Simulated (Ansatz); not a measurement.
# SiB₂H₆ (SMILES BB[SiH3]): one structure at several levels

One table from this session's results is given with a row withheld; the runs are named, their logs left out.

Program: Ansatz 0.2.0, Gaussian basis. Level of theory: single points in def2-TZVPP. These are calculated values, not measurements.

Correlated methods freeze the cores.

**Starting geometry**

SMILES `BB[SiH3]`, 9 atoms, charge 0, spin multiplicity 1.

Atoms are counted from 1 here; the program's logs count them from 0.

Bond lengths: B1–B2 1.788 Å, B1–H4 1.398 Å, B1–H5 1.090 Å, B2–Si3 2.172 Å, B2–H6 1.259 Å, Si3–H7 1.570 Å, Si3–H8 1.484 Å, Si3–H9 1.635 Å. Angles: B2–B1–H4 109.5°, B2–B1–H5 116.6°, H4–B1–H5 131.5°, B1–B2–Si3 113.6°, B1–B2–H6 142.2°, Si3–B2–H6 103.7°, B2–Si3–H7 110.0°, B2–Si3–H8 114.7°, B2–Si3–H9 114.1°, H7–Si3–H8 112.5°, H7–Si3–H9 96.0°, H8–Si3–H9 108.0°.

As a file:

| atom | x (Å) | y (Å) | z (Å) |
| --- | --- | --- | --- |
| B1 | -1.1991 | 0.8874 | -1.2130 |
| B2 | 0.0042 | 0.9774 | 0.1060 |
| Si3 | 0.8786 | -0.9439 | 0.6185 |
| H4 | -2.4766 | 0.7227 | -0.6697 |
| H5 | -0.8710 | 1.2238 | -2.1970 |
| H6 | 0.4651 | 1.7581 | 0.9799 |
| H7 | 0.2330 | -2.0783 | -0.2544 |
| H8 | 2.3616 | -0.9791 | 0.5870 |
| H9 | 0.3894 | -1.5378 | 2.0612 |

The first run:

run/in.yaml

```yaml
crystal:
  periodic: [false, false, false]
  atoms:
    - {symbol: B, position_ang: [-1.199100, 0.887400, -1.213000]}
    - {symbol: B, position_ang: [0.004200, 0.977400, 0.106000]}
    - {symbol: Si, position_ang: [0.878600, -0.943900, 0.618500]}
    - {symbol: H, position_ang: [-2.476600, 0.722700, -0.669700]}
    - {symbol: H, position_ang: [-0.871000, 1.223800, -2.197000]}
    - {symbol: H, position_ang: [0.465100, 1.758100, 0.979900]}
    - {symbol: H, position_ang: [0.233000, -2.078300, -0.254400]}
    - {symbol: H, position_ang: [2.361600, -0.979100, 0.587000]}
    - {symbol: H, position_ang: [0.389400, -1.537800, 2.061200]}
basis:
  gaussian: {orbitals: def2-TZVPP}
correlation: {method: ccsd_t}
output: {forces: true}
```

No record of the launch command was kept for these runs.

Steps of the session up to this table: CCSD(T)/def2-TZVPP; PBE0-D4/def2-TZVPP; wB97M-V/def2-TZVPP; r2SCAN-D4/def2-TZVPP; PBE-D4/def2-TZVPP; B97M-V/def2-TZVPP; r2SCAN0-D4/def2-TZVPP.

One of the session's tables, all rows but one given; the rest of the session is left out.

| method | RMS force component (eV/Å) | angle to CCSD(T) forces (°) | dipole (D) |
| --- | --- | --- | --- |
| CCSD(T) | 1.698 | reference | 1.07 |
| PBE0-D4 | 1.707 | 3.3 | 0.96 |
| wB97M-V | 1.703 | 2.4 | 1.09 |
| r2SCAN-D4 | ? | ? | ? |
| PBE-D4 | 1.674 | 6.8 | 0.83 |
| B97M-V | 1.666 | 5.2 | 1.13 |
| r2SCAN0-D4 | 1.727 | 2.5 | 1.02 |

Q: Estimate the row for r2SCAN-D4 from the others.

**Answer.** RMS force component (eV/Å): 1.706; angle to CCSD(T) forces (°): 4.1; dipole (D): 0.93. In the column «RMS force component (eV/Å)» it lies between wB97M-V (1.703) and PBE0-D4 (1.707).
